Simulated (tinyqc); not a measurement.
Extended Hueckel theory, for PH2-, step by step. The parameters take no account of the charge, which enters only through the electron count, and nothing here shows that the anion is bound. One step of it, computed by the program tinyqc.

Question. Mulliken analysis. P = C n C^T; charge = valence electrons (P 5, H 1) minus the sum of (P S)_ii on the atom; overlap population = 2 sum P_ij S_ij between two atoms.

coefficients:
```
             MO1        MO2        MO3       MO4        MO5        MO6
1P 3s   0.692098   0.000000  -0.502181  0.000000   0.000000   0.859870
1P 3px  0.000000   0.000000   0.000000  1.000000   0.000000   0.000000
1P 3py  0.000000   0.618386   0.000000  0.000000   1.020095   0.000000
1P 3pz  0.102219   0.000000   0.780670  0.000000   0.000000   0.944991
2H 1s   0.288113   0.383011   0.169399  0.000000  -0.794548  -0.895503
3H 1s   0.288113  -0.383011   0.169399  0.000000   0.794548  -0.895503
```

occupations: 2.000000  2.000000  2.000000  2.000000  0.000000  0.000000

overlap S, lower triangle:
```
           1P 3s    1P 3px     1P 3py    1P 3pz     2H 1s     3H 1s
1P 3s   1.000000
1P 3px  0.000000  1.000000
1P 3py  0.000000  0.000000   1.000000
1P 3pz  0.000000  0.000000   0.000000  1.000000
2H 1s   0.358833  0.000000   0.368678  0.374630  1.000000
3H 1s   0.358833  0.000000  -0.368678  0.374630  0.085484  1.000000
```

Give: charges; Overlap populations.

Answer.

charges: 1P -1.223, 2H 0.111, 3H 0.111

Overlap populations:
```
pair      value
2-1    0.755694
3-1    0.755694
3-2   -0.011965
```
